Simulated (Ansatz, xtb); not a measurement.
CH6B− ([BMeH3]-): the vertical detachment energy, rung by rung

The species is CH6B− (8 atoms), meant as a singlet with charge -1. SMILES: `[H][B-]([H])([H])C`. The coordinates come from a GFN2-xTB relaxation.

Quantity: the vertical detachment energy (to the doublet neutral), in eV. The values are calculated.

| level | kind | program | value (eV) | CPU time (all runs) |
| --- | --- | --- | --- | --- |
| GFN1-xTB | semi-empirical | xtb | 8.40 | under 2 s |
| HF/STO-3G | Hartree–Fock | Ansatz | 1.38 | 0.2 s |
| SVWN5/STO-3G | LDA | Ansatz | 1.23 | 3.1 s |
| BLYP/STO-3G | GGA | Ansatz | 1.40 | 6.4 s |
| r2SCAN/STO-3G | meta-GGA | Ansatz | 1.64 | 12 s |
| r2SCAN0/STO-3G | hybrid meta-GGA | Ansatz | 1.88 | 14 s |
| CAM-B3LYP/STO-3G | range-separated hybrid | Ansatz | 1.90 | 4.6 s |
| B2PLYP/STO-3G | double hybrid | Ansatz | 1.79 | 5.9 s |
| BCCD(T)/STO-3G | coupled cluster or CI | Ansatz | 1.46 | 0.48 s |
| CCSDTQ/STO-3G | coupled cluster or CI | Ansatz | 1.45 | 60 s |

Sets without diffuse functions describe the anion poorly. The values span 1.23 to 8.40 eV. The xTB values lack the empirical shift that such differences need. All rows use very small basis sets, so even the best lies far from the true value. CPU times are rough (shared hosts, several kinds of processor): they show what a rung costs within a factor of a few.
